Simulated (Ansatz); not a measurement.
# CH₂SSi: an energy map over bond length Si1–H5 and angle H5–Si1–C2, part 2 of 2

Aim: map the energy of CH₂SSi, SMILES [SiH2]=C=S over two coordinates, and find its wells, ridges and stiffness.

Ansatz 0.2.0; RHF/def2-TZVP.

## 4. The run at (2.186 Å, 119.6°)

The input, input.yaml:

```yaml
crystal:
  periodic: [false, false, false]
  atoms:
    - { symbol: Si, position_ang: [-0.193237, 0.556404, -0.381605] }
    - { symbol: C, position_ang: [0.27717, -0.793639, 0.542962] }
    - { symbol: S, position_ang: [0.705085, -2.016824, 1.379619] }
    - { symbol: H, position_ang: [-1.011155, 0.363042, -1.572404] }
    - { symbol: H, position_ang: [0.429157, 2.558565, 0.236921] }
basis:
  gaussian: { orbitals: def2-TZVP }
hamiltonian:
  xc: hf
output:
  forces: true
```

On the command line:

```sh
$ ansatz run input.yaml --threads 1 --pin off --max-ram 2560MiB --backend cpu --events-out ev --progress --plain --runs-dir out
```

Output:

```text
Warning: RAYON_NUM_THREADS=1 ignored (pool sized by the plan → 1); use --threads N
Engine: ansatz 0.2.0, x86_64-unknown-linux-gnu
Functional definition: HF
  exchange = exact_x
  correlation = 0
951 factors; their error is unknown
mean field evaluation 1: about -19735.7748 eV, gradient 1.7e1 eV
mean field evaluation 2: about -19736.8788 eV, gradient 9.6e0 eV
mean field evaluation 4: about -19737.2139 eV, gradient 9.7e-1 eV
mean field evaluation 8: about -19737.2193 eV, gradient 6.5e-2 eV
mean field evaluation 16: about -19724.9545 eV, gradient 3.2e1 eV
mean field evaluation 32: about -19718.8594 eV, gradient 2.0e1 eV
mean field -19737.48871419 eV, -725.3393316962 hartree, gradient 1.7e-5 eV, S^2 0.000000; 0 other end points of the search recorded, 0 dependent functions left out
the calculation of the forces begins
reference -19737.48871419 eV, -725.3393316962 hartree; 19, 19 occupied and 98, 98 virtual orbitals, 951 factors
Total energy: -19737.48871419 eV, -725.3393316962 hartree
Atom 0 at    -0.193237     0.556404    -0.381605 Å, force     1.146956     3.150160     1.218661 eV/Å
Atom 1 at     0.277170    -0.793639     0.542962 Å, force    -0.001066     0.313722    -0.047133 eV/Å
Atom 2 at     0.705085    -2.016824     1.379619 Å, force    -0.013681     0.023234    -0.025963 eV/Å
Atom 3 at    -1.011155     0.363042    -1.572404 Å, force     0.025139     0.196834     0.008593 eV/Å
Atom 4 at     0.429157     2.558565     0.236921 Å, force    -1.157348    -3.683950    -1.154158 eV/Å
Dipole moment:    -0.140018     0.148582    -0.234014 e Å
```

Wall time 1.8 s (1 thread of Intel Xeon Platinum 8488C (Sapphire Rapids), shared host); peak memory 0.21 GiB.

On the map this point reads 225 kJ/mol.

## 5. The run at (2.045 Å, 137.4°)

input.yaml: that of step 4 with these lines changed.

```diff
@@ -7,3 +7,3 @@
     - { symbol: H, position_ang: [-1.011155, 0.363042, -1.572404] }
-    - { symbol: H, position_ang: [0.429157, 2.558565, 0.236921] }
+    - { symbol: H, position_ang: [0.061378, 2.584604, -0.321595] }
 basis:
```

On the command line:

```sh
$ ansatz run input.yaml --threads 1 --pin off --max-ram 2560MiB --backend cpu --events-out ev --progress --plain --runs-dir out
```

Output:

```text
Warning: RAYON_NUM_THREADS=1 ignored (pool sized by the plan → 1); use --threads N
[... 4 set-up lines as earlier in the session ...]
951 factors; their error is unknown
mean field evaluation 1: about -19736.2870 eV, gradient 1.7e1 eV
mean field evaluation 2: about -19737.3261 eV, gradient 8.5e0 eV
mean field evaluation 4: about -19737.6127 eV, gradient 8.6e-1 eV
mean field evaluation 8: about -19737.6178 eV, gradient 6.9e-2 eV
mean field evaluation 16: about -19730.4695 eV, gradient 2.6e1 eV
mean field evaluation 32: about -19737.6166 eV, gradient 3.2e-1 eV
mean field -19737.88735383 eV, -725.3539814328 hartree, gradient 1.7e-5 eV, S^2 0.000000; 0 other end points of the search recorded, 0 dependent functions left out
the calculation of the forces begins
reference -19737.88735383 eV, -725.3539814328 hartree; 19, 19 occupied and 98, 98 virtual orbitals, 951 factors
Total energy: -19737.88735383 eV, -725.3539814328 hartree
Atom 0 at    -0.193237     0.556404    -0.381605 Å, force     0.083263     3.549113    -0.440739 eV/Å
Atom 1 at     0.277170    -0.793639     0.542962 Å, force     0.117899     0.781201     0.055191 eV/Å
Atom 2 at     0.705085    -2.016824     1.379619 Å, force    -0.015159    -0.060722    -0.014181 eV/Å
Atom 3 at    -1.011155     0.363042    -1.572404 Å, force    -0.006391    -0.271280     0.033436 eV/Å
Atom 4 at     0.061378     2.584604    -0.321595 Å, force    -0.179611    -3.998312     0.366292 eV/Å
Dipole moment:    -0.084800     0.172406    -0.155191 e Å
```

Wall time 1.8 s (1 thread of Intel Xeon Platinum 8488C (Sapphire Rapids), shared host); peak memory 0.21 GiB.

Energy on the map's scale: 186 kJ/mol.

## 6. Point (1.478 Å, 119.6°)

input.yaml: that of step 5 with these lines changed.

```diff
@@ -7,3 +7,3 @@
     - { symbol: H, position_ang: [-1.011155, 0.363042, -1.572404] }
-    - { symbol: H, position_ang: [0.061378, 2.584604, -0.321595] }
+    - { symbol: H, position_ang: [0.227577, 1.910107, 0.036593] }
 basis:
```

On the command line:

```sh
$ ansatz run input.yaml --threads 1 --pin off --max-ram 2560MiB --backend cpu --events-out ev --progress --plain --runs-dir out
```

Output:

```text
Warning: RAYON_NUM_THREADS=1 ignored (pool sized by the plan → 1); use --threads N
[... 4 set-up lines as earlier in the session ...]
951 factors; their error is unknown
mean field evaluation 1: about -19738.3334 eV, gradient 1.6e1 eV
mean field evaluation 2: about -19739.3015 eV, gradient 7.9e0 eV
mean field evaluation 4: about -19739.5407 eV, gradient 7.4e-1 eV
mean field evaluation 8: about -19739.5447 eV, gradient 1.4e-1 eV
mean field evaluation 16: about -19738.6051 eV, gradient 1.6e1 eV
mean field evaluation 32: about -19739.5438 eV, gradient 2.9e-1 eV
mean field -19739.81537512 eV, -725.4248349081 hartree, gradient 2.7e-5 eV, S^2 0.000000; 0 other end points of the search recorded, 0 dependent functions left out
the calculation of the forces begins
reference -19739.81537512 eV, -725.4248349081 hartree; 19, 19 occupied and 98, 98 virtual orbitals, 951 factors
Total energy: -19739.81537512 eV, -725.4248349081 hartree
Atom 0 at    -0.193237     0.556404    -0.381605 Å, force     0.115171     0.360423     0.117122 eV/Å
Atom 1 at     0.277170    -0.793639     0.542962 Å, force    -0.000172     0.012156    -0.002040 eV/Å
Atom 2 at     0.705085    -2.016824     1.379619 Å, force    -0.000391     0.000029    -0.000892 eV/Å
Atom 3 at    -1.011155     0.363042    -1.572404 Å, force     0.002065     0.004880     0.001846 eV/Å
Atom 4 at     0.227577     1.910107     0.036593 Å, force    -0.116673    -0.377489    -0.116036 eV/Å
Dipole moment:    -0.110385     0.311234    -0.215912 e Å
```

Wall time 1.8 s (1 thread of Intel Xeon Platinum 8488C (Sapphire Rapids), shared host); peak memory 0.21 GiB.

Energy on the map's scale: 0.41 kJ/mol.

## 7. Energy over the grid

225 points were computed. Energies in kJ/mol, from the relaxed molecule at the same level:

```tsv
angle H5–Si1–C2 (°) ↓, bond length Si1–H5 (Å) →	1.195	1.266	1.337	1.408	1.478	1.549	1.620	1.691	1.762	1.832	1.903	1.974	2.045	2.115	2.186
144.6	154	98	66	50	46	52	65	82	103	127	152	178	204	230	256
141.0	141	85	53	37	34	40	53	71	92	116	141	168	194	221	248
137.4	130	74	42	26	23	30	43	61	83	107	133	159	186	213	240
133.9	121	66	33	18	15	22	35	54	76	100	126	153	180	207	235
130.3	114	59	26	11	9	15	29	48	70	94	120	148	175	203	230
126.7	109	54	21	6	4	11	25	44	66	90	117	144	172	199	227
123.1	106	51	19	4	1	8	22	41	64	88	115	142	170	198	225
119.6	105	50	18	3	0	7	21	40	63	88	114	142	169	197	225
116.0	105	50	18	4	1	8	22	41	64	88	115	142	170	198	226
112.4	108	53	21	6	4	11	25	44	66	91	117	145	173	200	228
108.9	113	58	26	11	8	15	29	48	71	95	121	149	176	204	231
105.3	120	65	32	17	15	22	35	54	76	101	127	154	182	209	236
101.7	129	73	41	26	23	30	43	62	84	108	134	161	188	215	242
98.1	139	84	51	36	33	40	53	71	93	117	142	169	196	223	250
94.6	152	96	64	48	45	51	64	82	103	127	152	178	205	232	258
```

On the same grid, dipole moment (D):

```csv
"angle H5–Si1–C2 (°) ↓, bond length Si1–H5 (Å) →",1.195,1.266,1.337,1.408,1.478,1.549,1.620,1.691,1.762,1.832,1.903,1.974,2.045,2.115,2.186
144.6,1.77,1.74,1.70,1.66,1.61,1.55,1.49,1.43,1.36,1.29,1.22,1.14,1.07,1.00,0.92
141.0,1.78,1.75,1.71,1.67,1.62,1.57,1.52,1.46,1.39,1.33,1.26,1.19,1.12,1.06,0.99
137.4,1.80,1.77,1.73,1.69,1.65,1.60,1.55,1.49,1.44,1.38,1.31,1.25,1.19,1.13,1.07
133.9,1.82,1.80,1.76,1.73,1.69,1.64,1.59,1.54,1.48,1.43,1.37,1.31,1.25,1.20,1.15
130.3,1.86,1.83,1.80,1.77,1.73,1.69,1.64,1.59,1.54,1.49,1.43,1.38,1.33,1.28,1.23
126.7,1.90,1.88,1.85,1.82,1.78,1.74,1.70,1.65,1.60,1.55,1.50,1.45,1.41,1.36,1.32
123.1,1.95,1.93,1.90,1.87,1.84,1.80,1.76,1.71,1.67,1.62,1.58,1.53,1.49,1.44,1.41
119.6,2.01,1.99,1.96,1.93,1.90,1.86,1.82,1.78,1.73,1.69,1.65,1.60,1.56,1.53,1.49
116.0,2.07,2.05,2.02,1.99,1.96,1.92,1.89,1.85,1.81,1.76,1.72,1.68,1.64,1.61,1.58
112.4,2.13,2.11,2.09,2.06,2.03,1.99,1.96,1.92,1.88,1.84,1.80,1.76,1.73,1.69,1.66
108.9,2.20,2.18,2.15,2.12,2.09,2.06,2.02,1.99,1.95,1.91,1.87,1.84,1.80,1.77,1.74
105.3,2.27,2.25,2.22,2.19,2.16,2.13,2.10,2.06,2.02,1.99,1.95,1.91,1.88,1.85,1.83
101.7,2.34,2.32,2.29,2.27,2.24,2.20,2.17,2.13,2.10,2.06,2.03,1.99,1.96,1.93,1.91
98.1,2.42,2.39,2.37,2.34,2.31,2.28,2.24,2.21,2.17,2.14,2.10,2.07,2.04,2.01,1.98
94.6,2.49,2.47,2.44,2.41,2.38,2.35,2.31,2.28,2.24,2.21,2.18,2.14,2.11,2.08,2.06
```

## 8. Summary of results

What follows sums up all 2 parts.

| quantity | value |
| --- | --- |
| lowest point | (1.478 Å, 119.6°), 0.41 kJ/mol |
| highest computed point | (2.186 Å, 94.6°), 258 kJ/mol above the lowest |
| dipole moment (D) | 0.92 at (2.186 Å, 144.6°) to 2.49 at (1.195 Å, 94.6°); 1.90 at the lowest point |
| time for the whole task | 6.6 min on 1 thread, shared host |

What this shows: The lowest computed point is at (1.478 Å, 119.6°), 0.41 kJ/mol from the relaxed molecule at the same level. The grid is coarse, so the lowest point of the scanned range may lie between grid points; coordinates that were held can hide deeper minima. The grid shows no other well, apart from its symmetry copies. The highest computed point, (2.186 Å, 94.6°), lies 258 kJ/mol above the lowest. Round the minimum the two coordinates are nearly uncoupled.
